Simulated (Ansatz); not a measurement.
We consider chalcopyrite ZnGeP2, described by LDA (Ansatz, a quantum-chemistry and plane-wave program, plane waves, PAW).

Settings: plane-wave cutoff 520 eV, 10×10×10 k mesh, Fermi–Dirac smearing 0.01 eV, scalar-relativistic PAW data made under PBE.

Shape and atoms are relaxed at each volume.

Pressure at four volumes; x = ln(V/19.175 Å³). One pressure is withheld.

```
V (Å³/atom)        x  P (GPa)
-----------  -------  -------
18.408       -0.0408     3.98
19.175        0.0000     0.00
19.559        0.0198    -1.68
19.942        0.0392        ?
```

### Question
Pass a parabola P(x) through the three rows shown, estimate the bulk modulus and its pressure derivative near zero pressure, and predict the withheld pressure.

### Answer
Slopes between the rows: (0.00 − (3.98))/(0.0000 − (-0.0408)) = -97.55 and (-1.68 − (0.00))/(0.0198 − (0.0000)) = -84.85 GPa. Their difference over the span 0.0606 is c = 12.70/0.0606 = 209.6 GPa, so P(x) = 3.98 + (-97.55)(x − (-0.0408)) + 209.6 (x − (-0.0408))(x − (0.0000)). At the middle row B = −dP/dx = −[-97.55 + 209.6 × 0.0408] = 89.0 GPa, and B′ = dB/dP = 2c/B = 4.7. At x = 0.0392 the parabola gives -3.17 GPa; the run gives -3.19 GPa. The Birch–Murnaghan fit to the energies at all volumes has B0 = 88.9 GPa and B′ = 4.5.

Measured, for comparison: bulk modulus 79 GPa (room temperature, no zero-point or thermal correction; as tabulated in Isothermal phase behavior of Ag3SbS3, ZnGeP2, and ZnS (abstract)). Computed less measured: bulk modulus +13 %.
